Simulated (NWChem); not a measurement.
System: acetonitrile (C2H3N); SMILES CC#N

All runs: NWChem. Medium grid unless said otherwise, to which SCAN and Minnesota functionals are sensitive. The geometry was optimised at PBE0/def2-SVP.

Problem. Predict the results for MN15-L/def2-SVP. Quantities: highest occupied level (eV); orbital gap (eV); dipole (D).

Solution. The highest occupied level (eV) is -8.37. The orbital gap (eV) is 8.93 and the dipole (D) comes out as 3.95.
